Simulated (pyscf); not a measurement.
PySCF, gas phase, ωB97X-D3(BJ)/def2-SVP geometries.

SMILES: O[SiH](Br)Br
```xyz
6

O      1.6346    -0.5212    -0.8053
Si     0.7563     0.0590     0.4572
Br     1.3977    -0.8637     2.3580
Br    -1.3902    -0.3917     0.1998
H      1.6091    -1.4663    -0.9924
H      0.9615     1.5143     0.5114
```

**Question.** How much does it cost (ΔH, 298 K, ωB97M-D3(BJ)/def2-TZVP) to split HO–SiH(Br)–Br at its O–Si bond into OH• + Br–SiH•–Br?

**Answer.** O–Si to OH• + Br–SiH•–Br: 5.51 eV. The 7 functionals that were run give +5.26 (r²SCAN) to +5.51 eV (ωB97M-D3(BJ)). Left out: the spin-orbit lowering of OH. Elements up to Kr have no core potential and no relativistic terms here.
